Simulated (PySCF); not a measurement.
Gas-phase reaction: 3 AlH₂Cl = AlCl₃ + 2 Al + 3 H₂

Energies from PySCF, thermal terms from the rigid-rotor harmonic-oscillator model, ideal gas at 1 bar. † marks an energy on the PBE0/def2-TZVP geometry and frequencies; other levels use their own. MP2 and CCSD(T) freeze the core. 6-31G* has spherical d functions here. Open shells (unrestricted): Al (multiplicity 2); the rest are closed-shell singlets. Spin-orbit splitting is ignored; it lowers the true energy and changes the entropy of Al. B3LYP is the form with VWN-RPA correlation. AlH₂Cl: computed as isolated molecules; such fragments, hydroxides, amides, oligomers or adducts are transient or little studied in the gas. MP2 isn't extrapolated to the basis-set limit. CCSD(T) isn't extrapolated to the basis-set limit.

| level | ΔH°(298 K), kJ |
|---|---|
| B3LYP/def2-TZVP† | 424 |
| CCSD(T)/def2-TZVPP† | 421 |
| HF/6-31G* | 391 |
| HF/def2-TZVP† | [?] |
| M06-2X/def2-TZVP† | [?] |
| MP2/def2-TZVPP† | 435 |
| PBE/def2-TZVP† | [?] |
| ωB97X-V/def2-TZVP† | [?] |

Question: Some entries are withheld; supply them.

Answer: 
- HF/def2-TZVP†, ΔH°(298 K), kJ: 384
- M06-2X/def2-TZVP†, ΔH°(298 K), kJ: 418
- PBE/def2-TZVP†, ΔH°(298 K), kJ: 415
- ωB97X-V/def2-TZVP†, ΔH°(298 K), kJ: 473
